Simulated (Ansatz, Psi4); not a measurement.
Molecule: NH (charge 0, triplet). SMILES: [NH]
Structure (B3LYP-D3(BJ)/def2-TZVP (Ansatz, a quantum-chemistry and plane-wave program) minimum search):
```
N
H 1 1.0419
```
Charge 0, spin multiplicity 3.

wB97X-D/6-31G* beside other levels, property by property. Set-up: 6-31G* and kin with 6d, 5d where marked; valence correlation only; atomisation electronic, to ground-state atoms; no spin-orbit coupling; each state is the SCF solution reached for its charge and spin; non-relativistic; open shells spin-unrestricted. Basis-set limits of correlation are two-point, X^-3; Hartree-Fock from the larger set (for Q and 5 zeta extrapolated as (X+1)exp(-9√X)). Ab initio and DFT rows: single points at B3LYP-D3(BJ) geometries (Ansatz), with unscaled harmonic terms from B3LYP/6-31G* at its own minima, enthalpies of formation by atomisation with measured atoms. Anions need diffuse functions, which STO-3G, LANL2DZ, def2-SVP, cc-pVDZ and Pople sets without + lack.

Measured values: G2/97 table in ASE (Curtiss et al.); they hold spin-orbit and core effects, anharmonicity. Coupled cluster (Ansatz) is a level with limits of its own, used here on species with T1 under 0.025 (0.045 for open shells) and stable references: (a) CCSD(T)/CBS(aug-cc-pVTZ,aug-cc-pVQZ); (b) CCSD(T)/CBS(cc-pVQZ,cc-pV5Z).

```
property                                        wB97X-D/6-31G* (Psi4)  HF/6-31G* (Ansatz)  B3LYP/6-31G* (Ansatz)  wB97M-V/def2-TZVPD (Ansatz)           to compare with
----------------------------------------------  ---------------------  ------------------  ---------------------  ---------------------------  ------------------------
atomisation energy (kcal/mol)                                    80.9                47.4                   84.5                         84.7  82.9 coupled cluster (b)
vertical electron affinity to the doublet (eV)                  -1.19               -2.65                  -1.19                         0.05  0.33 coupled cluster (a)
enthalpy of formation at 298 K (kcal/mol)                        87.9               121.4                   84.3                         84.1             85.2 measured
```

As the rows show:
- atomisation energy: wB97X-D/6-31G* lies 2.0 kcal/mol below coupled cluster.
- vertical electron affinity to the doublet: wB97X-D/6-31G* lies 1.52 eV below coupled cluster.
- enthalpy of formation at 298 K: wB97X-D/6-31G* lies 2.7 kcal/mol above the measured value.

The properties are those with a value to compare with, at most eight drawn at random. No case is left out for the size of its miss. Left out are saddle points of the reference geometry, anions that the best level run finds unbound, excited spin states, species near biochemistry, cases with under five habitual levels, runs that failed or whose electronic state is in doubt, and table entries that another table contradicts.
